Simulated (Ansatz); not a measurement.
**H2O (singlet): from Hartree-Fock to the top rungs at distance O1–H2 = 0.765 Å, cc-pVDZ**

One table from this session's results is given with a row withheld; the runs are named, their logs left out.

Computed with Ansatz 0.2.0, Gaussian basis. Level: cc-pVDZ, core rule «outside noble gas», up to 1 orbitals frozen.

The runs, in order: UHF; CCSD(T) on RHF; BCCD(T) on RHF; CISD; CCSDT(Q) on RHF; CCSDTQ on RHF; CASSCF and MRCISD+Q, 2 electrons in 2 orbitals; CASSCF and NEVPT2, 2 electrons in 2 orbitals; CASSCF and MRCISD+Q, 8 electrons in 6 orbitals; CASSCF and NEVPT2, 8 electrons in 6 orbitals; Full CI.

**What is computed**

The geometry derives from a PBE0/def2-TZVP stationary point (not a proven minimum). One bond is set to the value named and the two fragments are kept rigid.

3 atoms, charge 0, spin multiplicity 1.

Atoms are counted from 1 here; the program's logs count them from 0.

Bond lengths: O1–H2 0.765 Å, O1–H3 0.960 Å. Angles: H2–O1–H3 105.1°.

As a file:

```xyz
3
H2O
O     0.0000   -0.0587   -0.0086
H     0.0000    0.4067   -0.6158
H     0.0000    0.5250    0.7529
```

The first run:

in.yaml reads:

```yaml
crystal:
  periodic: [false, false, false]
  atoms:
    - {symbol: O, position_ang: [0.000000, -0.058697, -0.008638]}
    - {symbol: H, position_ang: [0.000000, 0.406689, -0.615796]}
    - {symbol: H, position_ang: [0.000000, 0.525031, 0.752912]}
basis:
  gaussian: {orbitals: cc-pVDZ}
magnetization: {spin_polarized: true, initial_magnetization: 0}
hamiltonian: {xc: hf}
output: {orbitals: {seedname: orbitals}}
```

The run is started by

```bash
ansatz run in.yaml --threads 1 --pin off --events-out ev --progress --plain --max-ram 2816MiB --backend cpu
```

Among the steps run: UHF; CCSD(T) on RHF; BCCD(T) on RHF; CISD; CCSDT(Q) on RHF; CCSDTQ on RHF; CASSCF and MRCISD+Q, 2 electrons in 2 orbitals; CASSCF and NEVPT2, 2 electrons in 2 orbitals; CASSCF and MRCISD+Q, 8 electrons in 6 orbitals; CASSCF and NEVPT2, 8 electrons in 6 orbitals; Full CI.

One of the session's tables, all rows but one given; the rest of the session is left out.

```
          method  from FCI (meV)
             RHF         +5648.3
            RMP2          +349.2
            CISD          +278.8
           RCCSD           +86.6
        RCCSD(T)               ?
         BCCD(T)           +14.1
          RCCSDT           +10.2
       RCCSDT(Q)            -0.2
         RCCSDTQ            +0.3
     CASSCF pair         +5082.7
     NEVPT2 pair          +322.8
     MRCISD pair          +222.4
   MRCISD+Q pair           +21.7
  CASSCF valence         +4420.8
  NEVPT2 valence          +646.4
  MRCISD valence          +158.3
MRCISD+Q valence            +3.7
             FCI               0
```

Estimate the missing values for RCCSD(T).

**Answer.** from FCI (meV): +14.0. In the column «from FCI (meV)» it lies between RCCSDT (+10.2) and BCCD(T) (+14.1).

Some runs used a GPU and others CPU threads alone; cost is compared among the CPU runs only.

Among the levels timed on like hardware, those that no quicker one beats, quickest first: NEVPT2 valence (0.18 s, +646.4 meV); NEVPT2 pair (0.21 s, +322.8 meV); RCCSD(T) (0.25 s, +14.0 meV); MRCISD+Q valence (0.52 s, +3.7 meV); RCCSDT(Q) (0.61 s, -0.2 meV). Runs this short are mostly start-up, so their order is noise.

Limits of these values: The yardstick is full CI for this spin, exact in this basis with these frozen cores. Of the multireference levels listed MRCISD+Q valence comes nearest in total energy (+3.7 meV), which doesn't show that its space is the better one.
